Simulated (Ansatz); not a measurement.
# Al2 (triplet): RPA-PBE over a scan of the distance Al1–Al2, cc-pVDZ

Aim: run Al2 (triplet) with these functionals over a scan of the distance Al1–Al2, and hold them against the top wave-function level at the same points.

Program: Ansatz 0.2.0, Gaussian basis. Level of theory: cc-pVDZ, all electrons in the functionals, frozen cores in the correlation of double hybrids and RPA. These are calculated values, not measurements.

Plan: RPA-PBE, at 2.004 Å; 2.179 Å; 2.479 Å; 2.719 Å; 3.047 Å; 3.488 Å; 4.007 Å; 4.695 Å; 5.462 Å; 6.718 Å; 8.404 Å.

22 further runs of the same task are left out: 13 that didn't finish, 9 set aside as unsound or not needed.

## Step 1: What is computed

The geometry derives from a PBE0/def2-TZVP stationary point (not a proven minimum). One bond is set to the value named and the two fragments are kept rigid.

2 atoms, charge 0, spin multiplicity 3.

Atoms are counted from 1 here; the program's logs count them from 0.

Bond lengths: Al1–Al2 2.479 Å.

Coordinates:

```
Al    0.0000    0.0000    0.0000
Al    0.0000    0.0000    2.4788
```

No dispersion term is added.

The geometry shown and the zero of energy belong to the point 2.479 Å. The yardstick, FCI, and other wave-function levels (R restricted, U unrestricted, valence and pair active spaces) come from earlier runs.

## Step 2: RPA-PBE, 2.004 Å

Input file in.yaml:

```yaml
crystal:
  periodic: [false, false, false]
  atoms:
    - {symbol: Al, position_ang: [0.000000, 0.000000, 0.000000]}
    - {symbol: Al, position_ang: [0.000000, 0.000000, 2.004000]}
basis:
  gaussian: {orbitals: cc-pVDZ}
magnetization: {spin_polarized: true, initial_magnetization: 2}
hamiltonian: {xc: {name: PBE}}
correlation: {method: rpa, electrons: outside_noble_gas}
```

Launch:

```sh
$ ansatz run in.yaml --threads 1 --pin off --events-out ev --progress --plain --max-ram 2393MiB
```

Further steps of the session: RPA-PBE, 2.179 Å; RPA-PBE, 2.479 Å; RPA-PBE, 2.719 Å; RPA-PBE, 3.047 Å; RPA-PBE, 3.488 Å; RPA-PBE, 4.007 Å; RPA-PBE, 4.695 Å; RPA-PBE, 5.462 Å; RPA-PBE, 6.718 Å; RPA-PBE, 8.404 Å.

Before running them: what should the planned runs give, taken together? Wanted: span of the FCI curve; largest miss, RPA-PBE.

The runs gave:

```
             quantity                    value
span of the FCI curve            36.8 kcal/mol
largest miss, RPA-PBE  -4.6 kcal/mol (4.007 Å)
```

**Reading.** RPA-PBE strays by up to 4.6 kcal/mol, at 4.007 Å. Functionals and the yardstick converge differently with the basis, so part of each miss in cc-pVDZ is the basis.
